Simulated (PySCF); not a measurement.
A geometry optimisation, step by step.

Species: 1-pentanethiol, C5H12S.
SMILES with atom numbers: `[CH3:1][CH2:2][CH2:3][CH2:4][CH2:5][SH:6]` (hydrogens: H7, H8, H9 on C1; H10, H11 on C2; H12, H13 on C3; H14, H15 on C4; H16, H17 on C5; H18 on S6)

Computed by this run: PBE0-D3(BJ)/def2-SVP geometry optimisation, gas phase (PySCF 2.14.0); density fitting, grid level 2; the optimiser is geomeTRIC in internal coordinates, started from a GFN2-xTB structure. The frame can shift and turn from step to step; on so coarse a grid that alone can change the energy by a few meV, and forces under 0.02 eV/Å are noise.

Step 0: E = -16199.3214 eV, largest atomic force 1.018 eV/Å
```
atom  x, y, z in Å  |  force x, y, z in eV/Å
C1     -2.768    0.373    0.254    0.542   0.285  -0.325
C2     -1.384    0.707   -0.290   -0.252  -0.681   0.548
C3     -0.329   -0.280    0.203    0.204   0.811  -0.580
C4      1.059    0.058   -0.338   -0.301  -0.734   0.532
C5      2.105   -0.922    0.165    0.425   0.751  -0.444
S6      3.772   -0.556   -0.490    0.006  -0.597  -0.225
H7     -3.504    1.086   -0.108   -0.400   0.246  -0.094
H8     -2.768    0.402    1.341   -0.075  -0.011   0.470
H9     -3.070   -0.624   -0.061   -0.200  -0.426  -0.094
H10    -1.107    1.717    0.021    0.132   0.361   0.009
H11    -1.409    0.693   -1.381    0.047   0.086  -0.379
H12    -0.304   -0.267    1.295   -0.030  -0.086   0.382
H13    -0.604   -1.290   -0.110   -0.108  -0.384  -0.028
H14     1.044    0.037   -1.431    0.061   0.078  -0.332
H15     1.331    1.071   -0.029    0.101   0.324   0.021
H16     1.890   -1.935   -0.176   -0.086  -0.371  -0.029
H17     2.166   -0.921    1.254   -0.111  -0.125   0.350
H18     3.871    0.657    0.049    0.045   0.474   0.217
```

Step 1: E = -16199.3776 eV, largest atomic force 0.185 eV/Å
```
atom  x, y, z in Å  |  force x, y, z in eV/Å
C1     -2.844    0.277    0.240   -0.072  -0.049   0.053
C2     -1.463    0.608   -0.294    0.081   0.117  -0.104
C3     -0.380   -0.351    0.179   -0.043  -0.135   0.104
C4      1.006   -0.017   -0.350    0.061   0.133  -0.114
C5      2.083   -0.968    0.138   -0.056  -0.135   0.085
S6      3.745   -0.641   -0.522   -0.004   0.164   0.052
H7     -3.603    0.990   -0.119    0.024  -0.015   0.005
H8     -2.862    0.300    1.343   -0.008  -0.004  -0.035
H9     -3.162   -0.732   -0.072    0.005   0.033   0.013
H10    -1.185    1.637    0.003   -0.021  -0.048  -0.023
H11    -1.481    0.612   -1.400   -0.002   0.010   0.057
H12    -0.360   -0.359    1.286    0.000  -0.010  -0.054
H13    -0.651   -1.382   -0.122    0.019   0.050   0.024
H14     1.001   -0.020   -1.455    0.000   0.012   0.047
H15     1.274    1.014   -0.052   -0.019  -0.042  -0.023
H16     1.860   -2.001   -0.184    0.022   0.067   0.029
H17     2.123   -0.987    1.241    0.005  -0.008  -0.052
H18     3.879    0.596    0.021    0.006  -0.139  -0.065
```

Step 2: E = -16199.3793 eV, largest atomic force 0.032 eV/Å
```
atom  x, y, z in Å  |  force x, y, z in eV/Å
C1     -2.844    0.274    0.239   -0.013  -0.006   0.006
C2     -1.462    0.610   -0.295    0.011   0.011  -0.011
C3     -0.380   -0.350    0.181   -0.018  -0.018   0.015
C4      1.006   -0.012   -0.350    0.017   0.020  -0.017
C5      2.080   -0.967    0.141   -0.011  -0.009   0.016
S6      3.741   -0.643   -0.524    0.011  -0.002  -0.013
H7     -3.603    0.985   -0.121   -0.001   0.002  -0.002
H8     -2.864    0.296    1.341    0.003   0.002  -0.003
H9     -3.160   -0.735   -0.073    0.003   0.002  -0.002
H10    -1.188    1.638    0.002   -0.005  -0.006   0.004
H11    -1.479    0.615   -1.399   -0.003  -0.003   0.005
H12    -0.360   -0.359    1.286    0.002   0.004  -0.007
H13    -0.647   -1.380   -0.120    0.002   0.006  -0.002
H14     1.002   -0.015   -1.454    0.001  -0.004   0.006
H15     1.274    1.018   -0.053   -0.004  -0.008   0.004
H16     1.856   -1.998   -0.180    0.004   0.005  -0.001
H17     2.122   -0.987    1.242    0.002   0.007  -0.004
H18     3.888    0.587    0.016   -0.003  -0.005   0.005
```

Step 3: E = -16199.3793 eV, largest atomic force under 0.02 eV/Å
```
atom  x, y, z in Å  |  force x, y, z in eV/Å
C1     -2.845    0.273    0.239   -0.002  -0.002   0.001
C2     -1.462    0.611   -0.294    0.003   0.000  -0.001
C3     -0.380   -0.349    0.182   -0.004  -0.002  -0.001
C4      1.007   -0.011   -0.350    0.003   0.002  -0.004
C5      2.080   -0.967    0.142   -0.006  -0.003   0.001
S6      3.741   -0.647   -0.526    0.000  -0.003  -0.006
H7     -3.605    0.983   -0.122    0.000   0.001  -0.001
H8     -2.866    0.295    1.340    0.001   0.001   0.001
H9     -3.159   -0.736   -0.075    0.000  -0.001  -0.001
H10    -1.190    1.639    0.003   -0.001   0.001   0.003
H11    -1.480    0.616   -1.398    0.000  -0.001  -0.002
H12    -0.360   -0.357    1.287    0.002   0.003   0.001
H13    -0.646   -1.378   -0.119    0.000  -0.001  -0.002
H14     1.002   -0.014   -1.453    0.000  -0.001  -0.001
H15     1.274    1.019   -0.053   -0.002   0.000   0.005
H16     1.855   -1.997   -0.179   -0.002  -0.003   0.001
H17     2.123   -0.985    1.242    0.003   0.005   0.001
H18     3.891    0.581    0.016    0.004   0.004   0.005
```

Task: Summarise the path.

Result: The energy falls by 0.0579 eV from step 0 to step 3; nine tenths of that is first reached at step 1. It falls at every step. The largest force goes from 1.018 to under 0.02 eV/Å. Among the bonds S6–H18 changes most, from 1.332 to 1.351 Å; the atoms move by 0.032 Å rms after alignment.

What follows is the cost of the whole optimisation. On one thread of an Intel Xeon Platinum 8259CL at 2.50 GHz, on a shared host, this took 69 s and 0.73 GiB of memory at its peak.
